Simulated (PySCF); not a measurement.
# C4H7F: the cost of one run

Programs: PySCF 2.14.0, with density-fitted response routines of our own. Each step states its level of theory. These are calculated values for one molecule in the gas phase, unless marked as measured. Atoms count from 0, in the outputs and in this text.

**1. The molecule as given**

12 atoms, charge 0, multiplicity 1; geometry from: GFN2-xTB. The atoms were then displaced at random by about 0.01 Å, so the start is not that level's minimum.

Bonds of the start (Å): C0–C1 1.51, C1–C2 1.34, C2–C3 1.44, C2–F4 1.36, C0–H5 1.12, C0–H6 1.08, C0–H7 1.08, C1–H8 1.07, C3–H9 1.12, C3–H10 1.09, C3–H11 1.09.

**2. Relaxing the molecule at PBE0-D3(BJ)/def2-SVP**

What the job is given:

```
{"job": {"xc": "PBE0", "basis": "def2-SVP", "d3": "d3bj", "grid": 1, "shake": 0.01, "kind": "geom"}, "charge": 0, "multiplicity": 1}
C      1.961590     0.100410     0.254340
C      0.547510    -0.418350     0.145590
C     -0.556380     0.308320    -0.058190
C     -1.912510    -0.158170    -0.164390
F     -0.436970     1.655650    -0.186300
H      1.941480     1.211240     0.134710
H      2.381660    -0.132630     1.217910
H      2.587340    -0.308280    -0.527180
H      0.438660    -1.477380     0.263900
H     -2.557900     0.304800     0.622150
H     -2.003040    -1.241950    -0.046070
H     -2.351760     0.128060    -1.121370
```

The run is started by

```
> OMP_NUM_THREADS=1 python probes_run.py task.json out
```

The driver reads the jobs from task.json and runs them one after another.

**Question.** How long does this first job take on 1 thread of Arm Neoverse V1, shared host, and how much memory does it need?

About 36 s, with a peak of 0.41 GiB.
